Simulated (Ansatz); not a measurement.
Frontier orbitals of C$_{2}$H$_{3}$FS, SMILES `C=C(F)S`.

```xyz
7

C    -0.202    0.567    0.740
C    -0.348   -0.014   -0.439
F    -1.401    0.265   -1.214
S     0.667   -1.187   -1.257
H     0.646    0.346    1.370
H    -0.944    1.276    1.080
H     1.581   -1.253   -0.279
```

Charge 0, multiplicity 1. The geometry is a stationary point of PBE0-D4/def2-TZVP. It is one conformer, not always the lowest. Basis def2-TZVPP, the Gaussian-basis code of Ansatz.

A caution on the coupled-cluster cation, which keeps the state that its UHF reference found: spin contamination of the cation.

Orbital energies of one run (eV). Highest occupied ones, from the top: -5.93, -8.03, -9.17, -9.93, -10.96, -12.12, -12.71, -13.14, -15.65, -19.08, -21.39, -32.85, -158.20, -158.35. Empty: -0.74, -0.62, 0.91, 2.03, 2.71, 3.89.

Problem. Which functional gave them?
A. r2SCAN
B. LC-ωPBE
C. BHLYP
D. CAM-B3LYP

Solution. A. HOMO energies: r2SCAN -5.93, CAM-B3LYP -8.16, LC-ωPBE -9.52, BHLYP -7.86 eV.

LC-ωPBE has ω = 0.4 bohr⁻¹.
